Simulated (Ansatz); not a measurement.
**doublet NaO: levels of theory in one basis**

```yaml
atoms:
  - { symbol: Na, position_ang: [0.0000, 0.0000, -1.0124] }
  - { symbol: O, position_ang: [0.0000, 0.0000, 1.0124] }
```

Basis set: def2-SVP (spherical functions). Frozen core: 2 orbitals. Correlation on ROHF uses semicanonical orbitals with singles. Charge 0, multiplicity 2.

Computed with Ansatz (development build ahead of 0.2.0); each method stands on the lowest determinant of its kind that the runs found.

```json
{"method": "ROHF", "E − E(ROHF) (eV)": "0.00", "<S²> of the determinant": "0.75"}
{"method": "UHF", "E − E(ROHF) (eV)": "-0.09", "<S²> of the determinant": "0.76"}
{"method": "ROHF-MP2", "E − E(ROHF) (eV)": "-4.25", "<S²> of the determinant": "–"}
{"method": "UHF-MP2", "E − E(ROHF) (eV)": "-4.25", "<S²> of the determinant": "0.76"}
```

**Question.** What does ROHF-CCSD(T) give on the same scale?

**Answer.** -4.63 eV.
